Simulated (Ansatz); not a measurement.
**CH4, singlet: the ladder up to full CI**

Geometry: a PBE0/def2-TZVP stationary point for this spin, not checked as a minimum.

```json
{"atom": "C", "x (Å)": "0.0000", "y (Å)": "0.0000", "z (Å)": "0.0000"}
{"atom": "H", "x (Å)": "0.6280", "y (Å)": "0.6300", "z (Å)": "0.6292"}
{"atom": "H", "x (Å)": "-0.6316", "y (Å)": "-0.6267", "z (Å)": "0.6289"}
{"atom": "H", "x (Å)": "-0.6266", "y (Å)": "0.6282", "z (Å)": "-0.6325"}
{"atom": "H", "x (Å)": "0.6301", "y (Å)": "-0.6314", "z (Å)": "-0.6257"}
```

Basis cc-pVDZ; Ansatz 0.2.0. Only valence electrons are correlated (noble-gas cores frozen), which leaves 8 electrons in 33 orbitals. Prefix R: restricted or restricted open-shell reference. Active spaces: valence = (8e, 8o) chosen from the atoms' valence shells.

Full CI is exact within this basis and frozen core; it isn't the basis-set limit.

```
UHF ⟨S²⟩                          : 0.000
T1 diagnostic (RCCSD)             : 0.0053
largest doubles amplitude (RCCSD) : 0.032
```

```
                     level  E − E(full CI) (kJ/mol)  share of correlation (%)     wall time
                       RHF                    496.1                      0.00             –
                      RMP2                     72.9                     85.32             –
                      CISD                     32.4                     93.48        0.67 s
                     RCCSD                     11.2                     97.75             –
                  RCCSD(T)                      1.4                     99.71        0.21 s
                   BCCD(T)                      1.4                     99.71        0.34 s
                    RCCSDT                      0.4                     99.92             –
                    CISDTQ                      1.0                     99.79  2.2 s (H100)
                 RCCSDT(Q)                      0.0                     99.99         1.6 s
                   RCCSDTQ                      0.0                     99.99  2.1 s (H100)
    CASSCF (valence space)                    283.2                     42.91             –
    NEVPT2 (valence space)                     72.7                     85.35         2.1 s
NEVPT4(SD) (valence space)                      7.8                     98.43         2.9 s
    MRCISD (valence space)                     10.1                     97.97             –
  MRCISD+Q (valence space)                     -0.4                    100.08         2.9 s
```

The correlation energy at full CI, counted from RHF, is -5.142 eV. That run took 12 s on 5 threads of AMD EPYC 7R13 with a whole H100 80 GB, shared host over 418,639,400 determinants.

Times hold each run's SCF and search for its determinant on a shared host, so for small cases they say little of a method's own cost; rows without a card ran on 1 thread of AMD EPYC 7R13.

The full-CI state has the irrep A1 of C2v, in the program's axes (one component, if the state is degenerate).

Natural occupations of full CI about the gap: 1.974 1.957 1.957 1.957 0.024 0.024 0.024 0.020 0.010 0.010; effectively unpaired electrons, Σ n²(2−n)², 0.03.

Atomization energy (electronic, same basis, no zero-point term; atoms at the same level, unrestricted beside the R rows where the molecule is a closed shell, with restricted open-shell steps beyond CCSDT(Q)) at full CI: 1653.7 kJ/mol. Errors of other levels:

| level | error (kJ/mol) |
| --- | --- |
| RHF | -301.4 |
| RMP2 | -14.1 |
| CISD | -27.8 |
| RCCSD | -7.9 |
| RCCSD(T) | -0.6 |
| BCCD(T) | -0.5 |
| RCCSDT | -0.4 |
| CISDTQ | -0.9 |
| RCCSDT(Q) | -0.1 |
| RCCSDTQ | 0.0 |
| CASSCF (valence space) | -126.5 |
| NEVPT2 (valence space) | -35.0 |
| NEVPT4(SD) (valence space) | -6.7 |
| MRCISD (valence space) | -8.1 |
| MRCISD+Q (valence space) | -2.3 |

This basis is far from its limit, so the value isn't to be set against a measured one. Truncated CI isn't size-consistent, which counts against it in atomization.
